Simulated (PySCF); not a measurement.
A species of formula C4H5Cl has this rotational fingerprint, computed with PySCF, PBE0-D3(BJ)/def2-TZVP geometry optimisation, gas phase:

| Quantity | Value |
| --- | --- |
| Rotational constants | A = 31310, B = 1464, C = 1398 MHz |
| Dipole components | \|μa\| = 1.25 D, \|μb\| = 0.46 D, \|μc\| = 0.00 D |
| Inertial defect | 0.00 u·Å² |
| κ | -1.00 |

Question: Which structure is it? (One computed conformer of each.)
A. `[CH2:1]=[CH:2]/[CH:3]=[CH:4]/[Cl:5]` with C1–C2–C3–C4 180° (1-chlorobutadiene)
B. `[CH2:1]=[C:2]=[CH:3][CH2:4][Cl:5]` with C2–C3–C4–Cl5 -119° (4-chloro-1,2-butadiene)
C. `C#C[C@H](C)Cl` (3-chloro-1-butyne)

Answer: A. It is C=C/C=C/Cl, a near-prolate asymmetric top, point group Cs. The candidates at the same level (rigid rotor, commonest isotopes):

| SMILES | A (MHz) | B (MHz) | C (MHz) | μa (D) | μb (D) | μc (D) | Δ (u·Å²) | point group | rotor |
| --- | --- | --- | --- | --- | --- | --- | --- | --- | --- |
| C#C[C@H](C)Cl | 5974 | 2991 | 2120 | 1.16 | 1.43 | 0.44 | -15.21 | C1 | asymmetric top |
| C=C/C=C/Cl | 31310 | 1464 | 1398 | 1.25 | 0.46 | 0.00 | 0.00 | Cs | near-prolate asymmetric top |
| C=C=CCCl | 15788 | 1610 | 1565 | 1.75 | 0.92 | 0.52 | -22.97 | C1 | near-prolate asymmetric top |

`C=C=CCCl` has A 50 % too low; `C#C[C@H](C)Cl` has B 104 % too high. In the right answer the mirror of this Cs structure is the ab plane, so μc vanishes by symmetry. No structure here is proved a minimum.
